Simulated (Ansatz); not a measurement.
# C3H2FN: up Jacob's ladder to CCSD(T)

The task here is to estimate one member of a computed series from the others.

Computed with Ansatz 0.2.0, Gaussian basis. Level: functionals in def2-TZVPP, the program's frozen cores in correlated methods.

The runs, in order: LDA (SPW92), PBE-D4, revPBE-D4, BLYP-D4, r2SCAN-D4, B97M-V, PBE0-D4, B3LYP-D4, r2SCANh-D4, r2SCAN0-D4, HSE06-D4, BHLYP-D4, CAM-B3LYP-D4, LC-ωPBE, ωB97X-V, ωB97M-V, B2PLYP, PBE-QIDH; CCSD(T)/def2-SVP; CCSD(T)/def2-TZVPP; MP2/def2-QZVPP; extrapolation to the limit; RPA on PBE.

**The relaxed structure**

The geometry comes from an earlier relaxation with PBE0-D4 in a triple-zeta def2 set; it is a stationary point, not always the lowest conformer.

SMILES `N#C/C=C/F`, 7 atoms, charge 0, spin multiplicity 1.

Atoms are counted from 1 here; the program's logs count them from 0.

Bond lengths: N1–C2 1.152 Å, C2–C3 1.416 Å, C3–C4 1.328 Å, C3–H6 1.084 Å, C4–F5 1.320 Å, C4–H7 1.084 Å. Angles: N1–C2–C3 179.0°, C2–C3–C4 120.7°, C2–C3–H6 118.6°, C4–C3–H6 120.8°, C3–C4–F5 121.2°, C3–C4–H7 125.3°, F5–C4–H7 113.5°.

Geometry (Å):

```xyz
7
charge 0, multiplicity 1
N     0.6654   -2.0977    1.2839
C     0.3799   -1.0535    0.8898
C     0.0312    0.2388    0.4272
C    -0.2329    0.4499   -0.8568
F    -0.5589    1.6500   -1.3001
H    -0.0153    1.0505    1.1439
H    -0.2081   -0.3059   -1.6336
```

The first run:

File in.yaml:

```yaml
crystal:
  periodic: [false, false, false]
  atoms:
    - {symbol: N, position_ang: [0.665395, -2.097739, 1.283870]}
    - {symbol: C, position_ang: [0.379941, -1.053534, 0.889784]}
    - {symbol: C, position_ang: [0.031150, 0.238778, 0.427198]}
    - {symbol: C, position_ang: [-0.232854, 0.449876, -0.856779]}
    - {symbol: F, position_ang: [-0.558949, 1.650018, -1.300070]}
    - {symbol: H, position_ang: [-0.015336, 1.050514, 1.143858]}
    - {symbol: H, position_ang: [-0.208146, -0.305912, -1.633561]}
basis:
  gaussian: {orbitals: def2-TZVPP}
hamiltonian: {xc: lda}
output: {orbitals: {seedname: orbitals}}
```

Launch:

```sh
> ansatz run in.yaml --threads 2 --pin off --events-out ev --progress --plain --max-ram 4352MiB
```

Among the steps run: LDA; PBE-D4 (GGA); revPBE-D4 (GGA); BLYP-D4 (GGA); r2SCAN-D4 (meta-GGA); B97M-V (meta-GGA); B3LYP-D4 (hybrid); r2SCANh-D4 (hybrid); r2SCAN0-D4 (hybrid); HSE06-D4 (hybrid); BHLYP-D4 (hybrid); CAM-B3LYP-D4 (range-separated); LC-ωPBE (range-separated); ωB97X-V (range-separated); ωB97M-V (range-separated); B2PLYP (double hybrid); PBE-QIDH (double hybrid).

One of the session's tables, all rows but one given; the rest of the session is left out.

It belongs to the step «Orbital energies across the functionals». 

| functional | HOMO (eV) | LUMO (eV) | gap (eV) |
| --- | --- | --- | --- |
| LDA (SPW92) | -7.36 | -2.81 | 4.54 |
| PBE-D4 | -7.13 | -2.55 | 4.58 |
| revPBE-D4 | -7.05 | -2.45 | 4.60 |
| BLYP-D4 | -6.98 | -2.42 | 4.55 |
| r2SCAN-D4 | -7.36 | -2.40 | 4.96 |
| B97M-V | -7.34 | -2.28 | 5.06 |
| PBE0-D4 | -8.33 | -1.59 | 6.74 |
| B3LYP-D4 | -8.11 | -1.84 | 6.27 |
| r2SCANh-D4 | -7.81 | -2.05 | 5.76 |
| r2SCAN0-D4 | -8.49 | -1.51 | 6.98 |
| HSE06-D4 | -7.93 | -1.98 | 5.95 |
| BHLYP-D4 | -9.39 | -0.52 | 8.87 |
| CAM-B3LYP-D4 | -9.65 | -0.47 | 9.18 |
| LC-ωPBE | ? | ? | ? |
| ωB97X-V | -10.59 | 0.67 | 11.26 |
| ωB97M-V | -10.49 | 0.60 | 11.08 |

Estimate the missing values for LC-ωPBE.

As computed: HOMO (eV): -10.99; LUMO (eV): 0.71; gap (eV): 11.70. In the column «HOMO (eV)» it is the lowest.
